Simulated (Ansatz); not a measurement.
C$_{2}$H, doublet in cc-pVDZ: errors against RCCSDTQ

Geometry: a point of a stretch scan, not a stationary point.

```tsv
atom	x (Å)	y (Å)	z (Å)
C	0.0000	0.0000	0.1837
C	0.0000	0.0000	-1.4333
H	0.0000	0.0000	1.2497
```

Basis cc-pVDZ; Ansatz 0.2.0. Only valence electrons are correlated (noble-gas cores frozen), which leaves 9 electrons in 31 orbitals. R marks a restricted (for open shells ROHF) determinant, U an unrestricted one. Active spaces: pair = (3e, 3o) about the gap; valence = (9e, 9o) chosen from the atoms' valence shells.

Full CI isn't at hand for all of this; RCCSDTQ serves as the reference, and is uncertain by about the last step of the cluster series. The frozen core follows each run's orbitals, which can shift R against U totals by a few meV.

Unrestricted rows (U) aren't spin-pure: their determinants' ⟨S²⟩ exceeds S(S+1) by up to 0.75, so they mix in states of higher spin. For open shells CISD is restricted-active-space CI with the open shells as a complete middle space.

The UHF ⟨S²⟩ is 1.495 and the T1 diagnostic (RCCSD) is 0.0404. The largest doubles amplitude (RCCSD) is 0.192 and the T1 diagnostic (UCCSD) is 0.1032.

```csv
level,E − E(RHF) (eV)
UHF,-1.0608
RMP2,-6.6356
UMP2,-5.7315
RCCSD,-7.3498
UCCSD,-7.3503
RCCSD(T),-7.7771
UCCSD(T),-7.7068
```

Estimate how far RCCSDTQ in cc-pVDZ lies from RCCSD(T). The table doesn't fix it; the size of (T) and the diagnostics are the guide.

RCCSDTQ in cc-pVDZ lies 91 meV below RCCSD(T), which is 21 % of the (T) step (-427 meV). T1 is raised, a doubles amplitude is large, but (T) still catches most of what CCSD lacks. The miss exceeds 1 kcal/mol.

The other levels:

```json
{"level": "CISD", "E − E(RCCSDTQ) (meV)": "1146", "share of correlation (%)": "85.43", "wall time": "1.2 s"}
{"level": "BCCD(T)", "E − E(RCCSDTQ) (meV)": "93", "share of correlation (%)": "98.81", "wall time": "3 s"}
{"level": "RCCSDT", "E − E(RCCSDTQ) (meV)": "50", "share of correlation (%)": "99.36", "wall time": "–"}
{"level": "UCCSDT", "E − E(RCCSDTQ) (meV)": "43", "share of correlation (%)": "99.45", "wall time": "–"}
{"level": "RCCSDT(Q)", "E − E(RCCSDTQ) (meV)": "-2", "share of correlation (%)": "100.02", "wall time": "11 s"}
{"level": "UCCSDT(Q)", "E − E(RCCSDTQ) (meV)": "-14", "share of correlation (%)": "100.18", "wall time": "12 s"}
{"level": "CASSCF (pair space)", "E − E(RCCSDTQ) (meV)": "6515", "share of correlation (%)": "17.20", "wall time": "–"}
{"level": "NEVPT2 (pair space)", "E − E(RCCSDTQ) (meV)": "1316", "share of correlation (%)": "83.27", "wall time": "0.91 s"}
{"level": "MRCISD (pair space)", "E − E(RCCSDTQ) (meV)": "831", "share of correlation (%)": "89.44", "wall time": "–"}
{"level": "MRCISD+Q (pair space)", "E − E(RCCSDTQ) (meV)": "182", "share of correlation (%)": "97.68", "wall time": "1.5 s"}
{"level": "CASSCF (valence space)", "E − E(RCCSDTQ) (meV)": "3635", "share of correlation (%)": "53.80", "wall time": "–"}
{"level": "NEVPT2 (valence space)", "E − E(RCCSDTQ) (meV)": "753", "share of correlation (%)": "90.42", "wall time": "3.3 s"}
{"level": "MRCISD (valence space)", "E − E(RCCSDTQ) (meV)": "176", "share of correlation (%)": "97.76", "wall time": "–"}
{"level": "MRCISD+Q (valence space)", "E − E(RCCSDTQ) (meV)": "-7", "share of correlation (%)": "100.09", "wall time": "4.9 s"}
```

The correlation energy at RCCSDTQ, counted from RHF, is -7.868 eV. That run took 26 s on 2 threads of AMD EPYC 7R13 with a shared H100 80 GB, shared host.

Times hold each run's SCF and search for its determinant on a shared host, so for small cases they say little of a method's own cost; they ran on 1 thread of AMD EPYC 7R13.

Natural occupations of CASSCF (valence space) about the gap: 1.978 1.968 1.937 1.852 0.971 0.153 0.069 0.055 0.018; effectively unpaired electrons, Σ n²(2−n)², 1.20.
